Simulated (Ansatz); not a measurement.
A nudged elastic band was laid between two geometries of C₃H₉NO (14 atoms, charge 0, multiplicity 1).

Method: RKS PBE/def2-mTZVP (Ansatz 0.2.0).

- movable images: 5
- climbing image: from the first iteration
- spring: 5.0 eV/Å²
- optimiser: lbfgs
- start path: IDPP
- force threshold: 0.03 eV/Å
- iteration limit: 60
- end points: relaxed

First end point:

```xyz
14
Properties=species:S:1:pos:R:3
C -1.188 1.327 0.769
O 0.126 1.222 0.234
C 0.770 -0.017 0.552
C 0.308 -1.180 -0.332
N 0.480 -0.978 -1.773
H -1.185 1.204 1.869
H -1.551 2.335 0.526
H -1.889 0.590 0.338
H 0.624 -0.260 1.626
H 1.846 0.165 0.390
H -0.756 -1.398 -0.141
H 0.859 -2.087 -0.030
H 1.480 -0.880 -1.982
H 0.063 -0.072 -2.018
```

Last end point:

```xyz
14
Properties=species:S:1:pos:R:3
C -1.336 0.965 1.359
O -0.542 1.422 0.272
C 0.519 0.531 -0.073
C 0.082 -0.701 -0.880
N 1.184 -1.561 -1.324
H -0.716 0.758 2.253
H -2.043 1.770 1.598
H -1.913 0.054 1.117
H 1.064 0.208 0.839
H 1.220 1.127 -0.682
H -0.479 -0.362 -1.765
H -0.611 -1.322 -0.289
H 1.710 -1.903 -0.513
H 1.848 -1.014 -1.883
```

(1) What changes between the two ends?

(2) What energy profile does the band end with?

(3) What is the geometry of the highest image?

The band took 17 iterations and about 7 core-minutes.

## Answers

(1) No bond is made or broken. The dihedral H9–C3–C4–H11 goes from 59 to 179°.

(2) It converged. The highest image is number 3 of 0 to 6, 0.172 eV above the first end and 0.116 eV above the last; the last end lies 0.056 eV above the first. Another band between the same ends (5 images) ends at a top of the same energy, where a vibrational analysis finds 1 clearly imaginary mode.

| image | path coordinate (Å) | energy (eV) | dihedral H9–C3–C4–H11 (°) |
| --- | --- | --- | --- |
| 0 | 0.00 | 0.000 | 59 |
| 1 | 0.91 | 0.040 | 76 |
| 2 | 1.83 | 0.127 | 97 |
| 3 | 2.74 | 0.172 | 121 |
| 4 | 3.57 | 0.141 | 142 |
| 5 | 4.41 | 0.082 | 162 |
| 6 | 5.25 | 0.056 | 179 |

(3) 
```xyz
14
Properties=species:S:1:pos:R:3
C -1.338 1.103 1.234
O -0.284 1.361 0.317
C 0.658 0.289 0.240
C 0.175 -0.925 -0.599
N 0.955 -1.253 -1.798
H -0.946 0.904 2.251
H -1.967 2.002 1.265
H -1.966 0.244 0.931
H 0.949 -0.022 1.265
H 1.551 0.722 -0.239
H -0.859 -0.719 -0.920
H 0.132 -1.833 0.024
H 1.922 -1.471 -1.535
H 1.005 -0.430 -2.408
```

The run took 3.6 min on 2 threads of Arm Neoverse V1, with other jobs on the host, peak memory 0.16 GiB.
